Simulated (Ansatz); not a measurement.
Barrier from Cl (doublet) + CH4 (SMILES C) to the saddle point below; all geometries are those of the HTBH38 set.
```xyz
6

C      0.2441     0.5999     1.7024
H     -0.6756     0.2785     2.1731
H      0.3519     1.6638     1.5376
H      1.1407     0.0657     1.9877
H      0.0569     0.1400     0.3972
Cl    -0.1375    -0.3381    -0.9594
```
Charge 0, spin multiplicity 2.

Total energies in hartree (Ansatz, a quantum-chemistry and plane-wave program). UHF or UKS for unpaired electrons; spin-orbit terms are left out. Correlated methods leave the cores frozen. No relativity. The UHF reference of CH4Cl (saddle point or complex, doublet) is spin-contaminated (<S^2> up to 0.04 over the pure value in the sets run).

| species | HF/aug-cc-pV(T+d)Z | CCSD(T)/aug-cc-pV(T+d)Z | HF/aug-cc-pV(Q+d)Z | CCSD(T)/aug-cc-pV(Q+d)Z | CCSD(T)/aug-cc-pV(D+d)Z | CCSDT(Q)/aug-cc-pV(D+d)Z |
|---|---|---|---|---|---|---|
| 1: Cl (doublet) | -459.48609 | -459.67786 | -459.48924 | -459.69589 | -459.61807 | -459.61872 |
| 2: CH4 (methane, SMILES C) | -40.21363 | -40.44092 | -40.21625 | -40.45173 | -40.39523 | -40.39583 |
| 3: CH4Cl (complex or saddle point, doublet) | -499.66648 | -500.10669 | -499.67208 | -500.13628 | -500.00108 | -500.00278 |

Problem. Work out the barrier height (electronic, no zero-point energy) in kcal/mol: take Hartree-Fock from aug-cc-pV(Q+d)Z, extrapolate the CCSD(T) correlation energy as X^-3 (X = 3, 4), and add CCSDT(Q) - CCSD(T) in aug-cc-pV(D+d)Z. 1 hartree = 627.51 kcal/mol.

Solution. 
Species 1: correlation (64·(-0.20665) - 27·(-0.19177))/37 = -0.21751; step -0.00065; E1 = -459.48924 + (-0.21751) + (-0.00065) = -459.70740
Species 2: correlation (64·(-0.23548) - 27·(-0.22729))/37 = -0.24146; step -0.00060; E2 = -40.21625 + (-0.24146) + (-0.00060) = -40.45831
Species 3: correlation (64·(-0.46420) - 27·(-0.44021))/37 = -0.48171; step -0.00170; E3 = -499.67208 + (-0.48171) + (-0.00170) = -500.15549
-1·E1 -1·E2 +1·E3 = 0.01022 hartree = 6.4 kcal/mol. Published benchmark value: 7.9 kcal/mol (Zhao et al., J. Phys. Chem. A 109, 2012 (2005), HTBH38), a best estimate, not a measurement. The composite differs from it by -1.5 kcal/mol; core, relativistic and spin-orbit terms are not in it.
